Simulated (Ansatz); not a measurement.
# How far each method lies from UCCSDT(Q) for [H···H···Cl], doublet

Geometry: a point of a hydrogen-transfer path between rigid fragments, not a stationary point.

```yaml
atoms:
  - { symbol: H, position_ang: [0.0000, 0.0000, -1.0820] }
  - { symbol: H, position_ang: [0.0000, 0.0000, -0.2470] }
  - { symbol: Cl, position_ang: [0.0000, 0.0000, 1.3290] }
```

Basis cc-pVTZ; Ansatz 0.2.0. Only valence electrons are correlated (noble-gas cores frozen), which leaves 9 electrons in 57 orbitals. R marks a restricted (for open shells ROHF) determinant, U an unrestricted one. Active spaces: pair = (3e, 3o) about the gap; valence = (9e, 6o) chosen from the atoms' valence shells.

Full CI isn't at hand for all of this; UCCSDT(Q) serves as the reference, and is uncertain by about the last step of the cluster series. The frozen core follows each run's orbitals, which can shift R against U totals by a few meV.

For open shells CISD is restricted-active-space CI with the open shells as a complete middle space.

The UHF ⟨S²⟩ is 0.787 and the T1 diagnostic (RCCSD) is 0.0244. The largest doubles amplitude (RCCSD) is 0.065 and the T1 diagnostic (UCCSD) is 0.0146.

```tsv
level	E − E(RHF) (eV)
UHF	-0.2990
RMP2	-5.9623
UMP2	-5.9174
RCCSD	-6.6817
UCCSD	-6.6874
RCCSD(T)	-6.9002
UCCSD(T)	-6.8992
```

(1) Estimate how far UCCSDT(Q) in cc-pVTZ lies from RCCSD(T). The table doesn't fix it; the size of (T) and the diagnostics are the guide.

(1) UCCSDT(Q) in cc-pVTZ lies 1.00 mEh below RCCSD(T), which is 12 % of the (T) step (-8.03 mEh). The diagnostics are small and one determinant leads, so the series closes fast and only a small part of (T) is left.

The other levels:

```csv
level,E − E(UCCSDT(Q)) (mEh),share of correlation (%),wall time
CISD,23.33,90.84,3.9 s
BCCD(T),1.01,99.60,3.2 s
RCCSDT,0.32,99.87,–
UCCSDT,0.29,99.89,–
RCCSDT(Q),0.02,99.99,60 s
CASSCF (pair space),228.68,10.17,–
NEVPT2 (pair space),33.55,86.82,2 s
CASSCF (valence space),226.83,10.90,–
NEVPT2 (valence space),53.75,78.89,1.4 s
MRCISD (valence space),19.01,92.53,–
MRCISD+Q (valence space),2.94,98.84,2.3 s
```

The correlation energy at UCCSDT(Q), counted from RHF, is -6.928 eV. That run took 53 s on 1 thread of Intel Xeon Platinum 8375C, shared host.

Times hold each run's SCF and search for its determinant on a shared host, so for small cases they say little of a method's own cost; they ran on 1 thread of Intel Xeon Platinum 8375C.

Natural occupations of CASSCF (valence space) about the gap: 2.000 2.000 1.999 1.967 1.001 0.034; effectively unpaired electrons, Σ n²(2−n)², 1.01.
